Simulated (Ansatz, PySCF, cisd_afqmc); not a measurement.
System: CHCl$_{2}$, charge 0, doublet. CHCl2 (SMILES Cl[CH]Cl, doublet).
B3LYP-D3(BJ)/def2-TZVP minimum from Ansatz (a program for electronic structure):
```
C
H 1 1.0785
Cl 1 1.7039 2 117.35
Cl 1 1.7039 2 117.35 3 153.21
```
Charge 0, spin multiplicity 2.

Atomisation energy term by term, kcal/mol (programs: Ansatz, cisd_afqmc). Open shells are spin-unrestricted; no spin-orbit coupling. Cores are frozen in correlated methods. Rows without X2C or -DK are non-relativistic. AFQMC/CISD: phaseless, guided by CISD from CCSD amplitudes; bars are statistical, one sigma. Outlying blocks are dropped, and bars are widened where a walk drifts. Over all cases where full CI ran beside it in this data, AFQMC minus full CI had a median of +0.1 mEh and passed +0.4 mEh in a tenth of the cases. CBS(X,Y): correlation extrapolated as X^-3, Hartree-Fock from the larger set (Q,5: extrapolated as (X+1)exp(-9√X)). A bracket is a step between two methods taken in the basis named. '+ core + X2C': CCSD(T) terms for core correlation (cc-pwCVTZ, 1s frozen past Ne) and scalar relativity (cc-pVTZ-DK). Where a partner has so few electrons that a lower coupled-cluster level is exact, that level stands in.

```csv
term,basis,kcal/mol
Hartree-Fock,"CBS(cc-pV(Q+d)Z,cc-pV(5+d)Z)",182.59
CCSD correlation,"CBS(cc-pV(Q+d)Z,cc-pV(5+d)Z)",77.15
(T),"CBS(cc-pV(Q+d)Z,cc-pV(5+d)Z)",8.19
CCSDT(Q) - CCSD(T),cc-pV(D+d)Z,0.46
core correlation,cc-pwCVTZ,1.39
scalar relativity,"X2C, cc-pVTZ-DK",-0.57
minus zero-point energy,Hessian by PySCF at B3LYP-D3(BJ)/def2-TZVP,-9.72
sum: D0,,259.5
```

The step beyond CCSD(T) by other levels: AFQMC/CISD in cc-pV(D+d)Z 0.61 ± 0.27 kcal/mol.
